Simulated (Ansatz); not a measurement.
System: bcc Ta. Method: r²SCAN-D4 (plane waves, PAW; Ansatz, a quantum-chemistry and plane-wave program).

Numerical settings: plane-wave cutoff 560 eV, 24×24×24 k mesh, Fermi–Dirac smearing 0.05 eV, scalar-relativistic PAW data made under PBE.

Results at a series of volumes:

| V (Å³/atom) | E − E_lowest (meV/atom) | P (GPa) |
|---|---|---|
| 16.899 | 45.18 | 14.10 |
| 17.259 | 19.42 | 8.94 |
| 17.618 | 4.70 | 4.26 |
| 17.978 | 0.00 | 0.00 |
| 18.337 | 4.40 | -3.86 |
| 18.697 | 17.08 | -7.38 |
| 19.056 | 37.27 | -10.58 |

Problem. Estimate the bulk modulus from the pressures at 17.618 and 18.337 Å³/atom, and compare it with a fit to all energies.

Solution. B = −V dP/dV. Between V = 17.618 and 18.337 Å³/atom, dP/dV = (-3.86 − (4.26))/(18.337 − 17.618) = -11.3 GPa per Å³/atom; at the midpoint 17.977 Å³/atom this gives B ≈ 203 GPa. The third-order Birch–Murnaghan fit gives V0 = 17.978 Å³/atom, B0 = 203 GPa, B′ = 3.8, which lies within 1 % of that estimate.

Measured, for comparison: bulk modulus 198 GPa (corrected for temperature and zero-point phonon effects, sources range from 194 to 203; as tabulated in Levämäki et al. (2014), arXiv:1402.3671); equilibrium volume per atom 17.95 Å³/atom (static lattice: zero-point anharmonic expansion removed; as tabulated in Mejia-Rodriguez and Trickey (2018), arXiv:1807.09216). Computed less measured: bulk modulus +2.5 % (inside the range of the sources held), equilibrium volume per atom +0.2 %.

Spin–orbit coupling is not included.

The computed numbers hold no vibrational or temperature effects.
